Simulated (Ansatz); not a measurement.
# FeGe: experiment and calculation

**What was measured.**

“Chiral magnetic excitations in FeGe films”, 2016, arxiv:1608.03582 quotes, for a bulk crystal of FeGe at 290 K: lattice constant a 4.701 Å.

From “Structural investigations on \epsilon-FeGe at high pressure and low temperature”, 2007, arxiv:cond-mat/0703031, for a powder of FeGe at 295 K: bulk modulus 130 ± 1 GPa.

The runs below are set against these values where they give the same quantity.

Method: DFT PBEsol, scalar-relativistic, plane waves, PAW (Ansatz).

Plane waves to 420 eV, a k mesh through Γ of 8×8×8 on the computed 8-atom cell and Gaussian smearing (0.10 eV); collinear spin from starting moments 1.2 1.2 1.2 1.2 0 0 0 0 μB.

Relaxed structure, symmetry kept:

```cif
data_structure
_symmetry_space_group_name_H-M 'P2_13'
_symmetry_Int_Tables_number 198
_cell_length_a 4.5965
_cell_length_b 4.5965
_cell_length_c 4.5965
_cell_angle_alpha 90.000
_cell_angle_beta 90.000
_cell_angle_gamma 90.000
_cell_volume 97.11
loop_
_atom_site_label
_atom_site_type_symbol
_atom_site_symmetry_multiplicity
_atom_site_Wyckoff_symbol
_atom_site_fract_x
_atom_site_fract_y
_atom_site_fract_z
_atom_site_occupancy
Fe1 Fe 4 a 0.13623 0.13623 0.13623 1
Ge1 Ge 4 a 0.84197 0.84197 0.84197 1
```

```json
{"Space group": "P2_13 (No. 198)", "Volume per atom": "12.14 Å³", "Formation energy from the elements' standard states (uncorrected)": "-0.201 eV/atom", "Kohn–Sham band gap": "none (metal)", "Density of states at the Fermi level": "5.20 states/eV per cell", "Löwdin character within 0.5 eV of the Fermi level": "Fe 3d 90 %", "Bulk modulus": "186 GPa", "Its pressure derivative": "5.2", "Bader charges (e)": "Fe (4 in the cell) 0.00, Ge (4 in the cell) 0.00", "Total moment": "4.06 μB per cell", "Site moments (μB; atoms counted from 1 over the whole cell)": "Fe (atom 1) 1.09, Fe (atom 2) 1.09, Fe (atom 3) 1.09, Fe (atom 4) 1.09, Ge (atom 5) -0.04, Ge (atom 6) -0.04, Ge (atom 7) -0.04, Ge (atom 8) -0.04"}
```

Only this magnetic start was tried.

Against the measured lattice constant a of FeGe, 4.701 Å (290 K; quoted in the paper above), the calculated 4.596 Å is off by -2.2 %. 2 values of this kind are on record (4.6995 to 4.701 Å); this one was drawn at random. The calculation is for 0 K without zero-point motion. Against the measured bulk modulus of FeGe, 130 GPa (295 K; powder; the paper above), the calculated 186 GPa is off by +43.3 %. So large a miss may mean another phase, state or a wrong row.